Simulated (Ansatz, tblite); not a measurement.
Spin states of the cluster AlB2, each relaxed with r2SCAN-D4/def2-TZVP in Ansatz. Electronic energies in the gas phase.

The xTB rows come from tblite. Correlated methods freeze 7 core orbitals. The structure comes from a short search, and lower isomers may exist.

Doublet geometry (C2v within 0.1 Å):

```xyz
3

B     0.659    0.055    0.741
B    -0.825    0.377    0.405
Al    0.166   -0.433   -1.146
```

Quartet geometry (C2v within 0.1 Å):

```xyz
3

B    -0.266   -0.539    0.849
B    -0.201    0.966    0.327
Al    0.468   -0.427   -1.176
```

⟨S²⟩: doublet 0.85 at PBE0-D4/def2-TZVP (pure 0.75), quartet 3.82 at PBE0-D4/def2-TZVP (pure 3.75).

Run but left out: HF/STO-3G, HF/def2-TZVP, HF/def2-TZVPP, r2SCAN0-D4/def2-TZVP, PBE-QIDH/def2-TZVP, MP2/def2-TZVP, MP2/def2-TZVPP, CCSD/def2-TZVPP, CCSD(T)/def2-TZVPP (doublet: ⟨S²⟩ 1.17 to 1.99, where a pure state has 0.75).

Only these spin states were relaxed.

```csv
level,quartet − doublet (kcal/mol),lowest of these,remarks
PBE-D4/def2-TZVP,11.0,doublet,–
r2SCAN-D4/def2-TZVP,7.2,doublet,spin-contaminated (⟨S²⟩ 0.87) (doublet)
CAM-B3LYP-D4/def2-TZVP,2.3,doublet,spin-contaminated (⟨S²⟩ 0.94) (doublet)
RPA@PBE/def2-TZVP,10.5,doublet,–
```

Task: Estimate the rows for GFN1-xTB, GFN2-xTB, r2SCANh-D4/def2-TZVP, PBE0-D4/def2-TZVP.

Result: 
```csv
level,quartet − doublet (kcal/mol),lowest of these,remarks
GFN1-xTB,30.6,doublet,–
GFN2-xTB,32.5,doublet,–
r2SCANh-D4/def2-TZVP,5.4,doublet,spin-contaminated (⟨S²⟩ 0.96) (doublet)
PBE0-D4/def2-TZVP,5.1,doublet,spin-contaminated (⟨S²⟩ 0.85) (doublet)
```

The xTB methods have no term that favours high spin, so they put low spin too low.
